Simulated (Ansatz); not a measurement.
fcc Ir was calculated with LDA (plane waves, PAW; Ansatz, a first-principles code).

Settings: plane-wave cutoff 520 eV, 20×20×20 k mesh, Fermi–Dirac smearing 0.1 eV, perturbation theory, no spin polarisation, scalar-relativistic PAW data made under PBE.

Computed at the level's own relaxed cell.

```
CELL_PARAMETERS angstrom
      0.00000     1.90555     1.90555
      1.90555     0.00000     1.90555
      1.90555     1.90555     0.00000
ATOMIC_POSITIONS crystal
  Ir 0.00000 0.00000 0.00000
```

Harmonic phonon frequencies (cm⁻¹; i marks an imaginary mode):

| q point | frequencies |
|---|---|
| X | 150 150 198 |
| L | 118 118 206 |
| W | ___ |

Task: Some entries are withheld; supply them.

Result: 
- W, frequencies: 165 170 170

No imaginary mode appears at these points.
